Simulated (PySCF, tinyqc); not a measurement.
Inside a calculation. Method: RKS/PBE in the sto-3g basis, for BH, spin multiplicity 1. The lowest restricted solution is unstable here: a spin-polarised one lies 0.0001 hartree lower (PySCF). One step of it, computed by the program tinyqc.

Question. Iteration 2: DIIS coefficients. Solve [B -1; -1 0][c; lambda] = [0; -1] for the coefficients, which sum to one.

B (overlaps of the stored error matrices):
```
               1              2
1  2.1057160e-01  5.0994069e-02
2  5.0994069e-02  3.5073887e-02
```

Give: DIIS coefficients.

Answer.

DIIS coefficients: -0.1108  1.1108
